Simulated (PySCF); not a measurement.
## How far each method lies from full CI for NO, doublet

Geometry: MP2(full)/6-31G*, from the G2/97 set.

| atom | x (Å) | y (Å) | z (Å) |
| --- | --- | --- | --- |
| N | 0.0000 | 0.0000 | 0.0000 |
| O | 0.0000 | 0.0000 | 1.1427 |

Basis STO-3G; PySCF 2.14.0. Correlated methods freeze the noble-gas cores, which leaves 11 electrons in 8 orbitals. Prefix R: restricted or restricted open-shell reference; prefix U: unrestricted.

Full CI is exact within this basis and frozen core; it isn't the basis-set limit. The frozen core follows each run's orbitals, which can shift R against U totals by a few meV.

Unrestricted rows (U) aren't spin-pure: their determinants' ⟨S²⟩ exceeds S(S+1) by up to 0.18, so they mix in states of higher spin.

The UHF ⟨S²⟩ is 0.926. The T1 diagnostic (RCCSD) is 0.0170 and the largest doubles amplitude (RCCSD) is 0.163. The T1 diagnostic (UCCSD) is 0.0547.

| level | E − E(full CI) (kJ/mol) | share of correlation (%) | wall time |
| --- | --- | --- | --- |
| RHF | 344.0 | 0.00 | – |
| UHF | 335.3 | 2.51 | – |
| RMP2 | 32.1 | 90.68 | – |
| UMP2 | 86.1 | 74.96 | – |
| RCCSD | 12.6 | 96.34 | – |
| UCCSD | 9.6 | 97.20 | – |
| RCCSD(T) | 4.2 | 98.77 | 0.12 s |
| UCCSD(T) | 4.5 | 98.69 | 0.08 s |
| RCCSDT | 1.9 | 99.46 | 0.19 s |
| UCCSDT | 2.0 | 99.42 | 0.2 s |

The correlation energy at full CI, counted from RHF, is -3.565 eV. That run took 0.08 s on 1 thread of Arm Neoverse V2, shared host over 392 determinants.

Times are those of the correlated step on a shared host, with one SCF added for the restricted CCSD run; they ran on 1 thread of Arm Neoverse V2.

The full-CI state has the irrep B1 of C2v, in the program's axes (one component, if the state is degenerate).

Natural occupations of full CI about the gap: 1.990 1.975 1.971 1.914 1.028 0.096 0.027; effectively unpaired electrons, Σ n²(2−n)², 1.07.

Atomization energy (electronic, same basis, no zero-point term; atoms at the same level, unrestricted beside the R rows where the molecule is a closed shell; the atoms' step beyond CCSDT comes from their full CI) at full CI: 347.0 kJ/mol. Errors of other levels:

| level | error (kJ/mol) |
| --- | --- |
| RHF | -344.0 |
| UHF | -335.3 |
| RMP2 | -32.1 |
| UMP2 | -86.1 |
| RCCSD | -12.6 |
| UCCSD | -9.6 |
| RCCSD(T) | -4.2 |
| UCCSD(T) | -4.5 |
| RCCSDT | -1.9 |
| UCCSDT | -2.0 |

This basis is far from its limit, so the value isn't to be set against a measured one.
